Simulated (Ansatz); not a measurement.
## Ansatz (development build ahead of 0.2.0) run

```yaml
crystal:
  periodic: [false, false, false]
  atoms:
    - { symbol: Mg, position_ang: [0.0, 0.0, 0.0] }
    - { symbol: S, position_ang: [0.0, 0.0, 2.143] }
basis:
  gaussian: { orbitals: def2-SVP }
hamiltonian:
  xc: hf
correlation:
  method: mp2
  frozen_orbitals: { Mg: 1, S: 5 }
```

The input is written out in the form of the current development build from the run's settings.

Results

```json
{
  "Converged": "yes",
  "Reference energy": "-596.90976 hartree",
  "Correlation energy": "-0.16557 hartree",
  "Total energy": "-597.07533 hartree",
  "Spin squared of the determinant": "0.000",
  "Stability test": "minimum among restricted orbitals",
  "Occupied orbitals by symmetry in an Abelian subgroup (alpha; beta)": "8 A1 3 B1 3 B2; 8 A1 3 B1 3 B2"
}
```

Messages of the program:
```
mean field -16242.74215923 eV, -596.9097646256 hartree, gradient 2.2e-6 eV, S^2 0.000000; 0 other ends of a descent, 0 dependent functions left out; unlike orbitals of the two spins would lower it
```

Caution: an unrestricted determinant lies well below.
